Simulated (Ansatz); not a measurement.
Pressure series in BN

Consider BN in the zinc blende structure (space group F-43m, No. 216; a = 3.581 Å).

Cell and atoms are relaxed at each pressure.

All numbers come from plane-wave PAW DFT at the LDA level (Ansatz, an electronic-structure program, 420 eV), no SOC.

```
pressure (GPa)  volume per atom (Å³/atom)
--------------  -------------------------
-2                                  5.767
-1                                  5.752
0                                   5.738
0.9                                 5.725
2.1                                 5.708
4.5                                     ?
9                                   5.616
15                                  5.541
30                                  5.371
```

Q: Fit the third-order Birch–Murnaghan form P(V) = (3B₀/2)[(V₀/V)^(7/3) − (V₀/V)^(5/3)]·[1 + (3/4)(B₀′ − 4)((V₀/V)^(2/3) − 1)] (squares taken in P) to the rows shown and predict the withheld row.

A: Least squares on the printed values gives V₀ = 5.738 Å³/atom, B₀ = 403 GPa, B₀′ = 3.6; this predicts 5.675 Å³/atom, and the run gives 5.675 Å³/atom, in agreement.

Measured bulk modulus of BN: 410.2 GPa (static lattice; corrected from measurement; as listed in Daniel Mejia-Rodriguez, S. B. Trickey, Phys. Rev. B (2018)); the computed value is 2 % below it.

Load acts through the strain it causes; cell and atoms are relaxed under it. No phonon test of stability was made. Competing high-pressure phases were not computed.
